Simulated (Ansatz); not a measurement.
A nudged elastic band was laid between two geometries of C$_{2}$H$_{4}$OS (8 atoms, charge 0, multiplicity 1).

Computed with RKS BLYP/cc-pVDZ (Ansatz).

- movable images: 7
- climbing image: from the first iteration
- spring: 5.0 eV/Å²
- optimiser: lbfgs
- start path: IDPP
- force threshold: 0.05 eV/Å
- iteration limit: 60
- end points: relaxed

Initial state:

```xyz
8
Properties=species:S:1:pos:R:3
C 0.143 0.973 -0.063
C -0.072 -0.516 -0.202
O -0.070 -1.120 1.015
S -0.290 -1.355 -1.623
H 1.105 1.165 0.458
H -0.656 1.409 0.574
H 0.147 1.468 -1.048
H -0.215 -2.081 0.835
```

Final state:

```xyz
8
Properties=species:S:1:pos:R:3
C 0.119 0.805 -0.055
C -0.109 -0.658 -0.396
O -0.136 -1.500 0.680
S -0.319 -1.261 -1.922
H 1.078 0.931 0.496
H -0.694 1.179 0.607
H 0.148 1.424 -0.967
H 0.006 -0.976 1.502
```

(1) Which bonds break or form, and what moves?

(2) What energy profile does the band end with?

(3) What is the geometry of the highest image?

The band took 33 iterations and about 7 core-minutes.

## Answers

(1) No bond is made or broken. The dihedral S4–C2–O3–H8 goes from 0 to 180°.

(2) The forces met the threshold. The highest image is number 4 of 0 to 8, 0.69 eV above the first end and 0.41 eV above the last; the last end lies 0.29 eV above the first. Another band between the same ends (7 images) ends at a top of the same energy, where a vibrational analysis finds 1 clearly imaginary mode.

```tsv
image	path coordinate (Å)	energy (eV)	dihedral S4–C2–O3–H8 (°)
0	0.00	0.00	0
1	0.28	0.08	16
2	0.56	0.32	40
3	0.84	0.58	68
4	1.13	0.69	95
5	1.40	0.60	121
6	1.68	0.43	145
7	1.96	0.31	169
8	2.24	0.29	180
```

(3) 
```xyz
8
Properties=species:S:1:pos:R:3
C 0.242 0.870 -0.054
C -0.289 -0.521 -0.325
O -0.597 -1.214 0.843
S -0.588 -1.153 -1.821
H 1.186 0.805 0.532
H -0.480 1.416 0.591
H 0.423 1.435 -0.984
H 0.196 -1.694 1.163
```

The run took 7.1 min on 1 thread of Arm Neoverse V2, on a shared host, peak memory 0.11 GiB.
